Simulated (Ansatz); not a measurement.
Two shapes of singlet NO2(-).

Shape 1:

```xyz
3

N     0.0000    0.0000   -0.4566
O     0.0000    1.0612    0.1998
O     0.0000   -1.0612    0.1998
```

Shape 2:

```xyz
3

N     0.0000    0.0000   -0.4201
O     0.0000    0.9763    0.1838
O     0.0000   -0.9763    0.1838
```

Basis set: 6-31G* (spherical functions). Left uncorrelated: 3 orbitals. Charge -1, multiplicity 1.

Computed with Ansatz (development build ahead of 0.2.0); each method stands on the lowest determinant of its kind that the runs found.

(1) Which shape is lower in energy, and by how much in each method?

## Answers

(1)

```
 method  E(2) − E(1) (eV)
    RHF             0.662
RHF-MP2             1.435
```

Shape 1 is lower. Caution: no diffuse functions for an anion; no unrestricted run beside it, a lower state can exist.
